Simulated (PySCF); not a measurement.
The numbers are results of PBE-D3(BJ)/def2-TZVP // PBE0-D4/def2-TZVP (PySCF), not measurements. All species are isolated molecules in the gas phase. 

Reference species (SMILES): `[CH2]C` (neutral, multiplicity 2).

```yaml
highest_occupied_spin_orbital: -4.54 eV
```

Changed species: `C#[C]` (radical fragment; the reference has radical fragment).

### Question
What does the change do to the highest occupied spin orbital?

### Answer
the highest occupied spin orbital drops by 2.80 eV, to -7.34 eV.
